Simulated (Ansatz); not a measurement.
Run this with the Python package of Ansatz (0.2.0) and show what comes out.

`c2h3s.xyz`
```text
6

C     0.80330   -0.06240   -0.54080
C    -0.56170   -0.05560   -0.01650
S     0.38820    1.45190    0.42700
H     1.45000   -0.71930    0.07860
H    -0.74100   -0.74120    0.83890
H    -1.33870    0.12650   -0.78710
```

`opt_c2h3s.py`
```python
"""Relax the C2H3S molecule."""

import ansatz as az
import numpy as np

geometry = az.Crystal.molecule_from_extxyz("c2h3s.xyz")

job = (
    geometry.calculation()
    .basis(gaussian="6-31G*")
    .functional("PBE0", dispersion="d3bj")
    .spin("collinear", total=1)
)
symbols = [site.symbol for site in geometry.cartesian_sites]
start = np.array([site.position_ang for site in geometry.cartesian_sites], dtype=float)
def progress(event):
    if event["event"] == "relax_step":
        row = event["data"]
        print(f"step {row['step']:3d}  E = {row['lagrangian_ev']:.6f} eV  max force {row['allowed_force_max_ev_ang']:.4f} eV/A")


r = job.relax(force_tolerance=0.02).session().plan().execute(on_event=progress).report
end = np.array(r["positions_ang"])

for key in ("converged", "free_energy_ev", "reference_energy_ev", "n_frozen", "n_occupied", "n_virtual"):
    print(f"{key:22s} {r[key]}")

print("bond        before    after (A)")
for i, j in [(0, 1), (0, 2), (0, 3), (1, 2), (1, 4), (1, 5)]:
    d0, d1 = (np.linalg.norm(xyz[i] - xyz[j]) for xyz in (start, end))
    print(f"{symbols[i]}{i}-{symbols[j]}{j}".ljust(10), f"{d0:8.4f} {d1:8.4f}")
for i, j, k in [(1, 0, 2), (1, 0, 3), (2, 0, 3), (0, 1, 2), (0, 1, 4), (0, 1, 5), (2, 1, 4), (2, 1, 5)]:
    u, v = end[i] - end[j], end[k] - end[j]
    print(f"angle {symbols[i]}{i}-{symbols[j]}{j}-{symbols[k]}{k}: {np.degrees(np.arccos(np.clip(u @ v / np.linalg.norm(u) / np.linalg.norm(v), -1, 1))):.2f} deg")
with open("c2h3s_opt.xyz", "w") as handle:
    handle.write(f"{len(symbols)}\nrelaxed C2H3S\n")
    handle.writelines(f"{s:2s} {x:11.6f} {y:11.6f} {z:11.6f}\n" for s, (x, y, z) in zip(symbols, end))
```

```console
$ python opt_c2h3s.py
step   1  E = -12948.555401 eV  max force 2.8320 eV/A
step   2  E = -12948.867346 eV  max force 1.6629 eV/A
step   3  E = -12948.976525 eV  max force 0.4705 eV/A
step   4  E = -12948.988983 eV  max force 0.1120 eV/A
step   5  E = -12948.989955 eV  max force 0.0504 eV/A
step   6  E = -12948.990208 eV  max force 0.0077 eV/A
converged              True
free_energy_ev         -12948.990223790655
reference_energy_ev    -12948.901684041764
n_frozen               0
n_occupied             [16, 15]
n_virtual              [39, 40]
bond        before    after (A)
C0-C1        1.4622   1.4541
C0-S2        1.8445   1.7335
C0-H3        1.1106   1.0842
C1-S2        1.8362   1.8455
C1-H4        1.1108   1.0911
C1-H5        1.1094   1.0890
angle C1-C0-S2: 70.13 deg
angle C1-C0-H3: 130.43 deg
angle S2-C0-H3: 126.60 deg
angle C0-C1-S2: 62.05 deg
angle C0-C1-H4: 120.82 deg
angle C0-C1-H5: 118.78 deg
angle S2-C1-H4: 115.68 deg
angle S2-C1-H5: 113.98 deg
```

File `c2h3s_opt.xyz` afterwards:
```text
6
relaxed C2H3S
C     0.822205   -0.052626   -0.372551
C    -0.584599   -0.076512   -0.005428
S     0.392554    1.432636    0.411309
H     1.632230   -0.718378   -0.096681
H    -0.930434   -0.665767    0.845282
H    -1.331856    0.080547   -0.781831
```

Total energies depend on the basis set; only differences at equal settings carry meaning. The end point is the stationary point reached from this start; no frequency run checks that it is a minimum, and the basis set is modest. The species is open-shell (spin multiplicity 2). Total less reference energy is the dispersion correction. Timing: 17 s on 1 thread of Arm Neoverse V2 (shared host), peak memory 0.2 GiB.

(Lines on the test bed's own set-up are left out of the output.)
